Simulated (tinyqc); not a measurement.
UKS/exchange-only LDA in the sto-3g basis, for LiH, spin multiplicity 3, step by step. One step of it, computed by the program tinyqc.

Question. Iteration 2: DIIS coefficients. Solve [B -1; -1 0][c; lambda] = [0; -1] for the coefficients, which sum to one.

B (overlaps of the stored error matrices):
```
                1               2
1   8.8915327e-02  -1.3116112e-02
2  -1.3116112e-02   3.9350521e-03
```

Give: DIIS coefficients.

Answer.

DIIS coefficients: 0.143  0.857
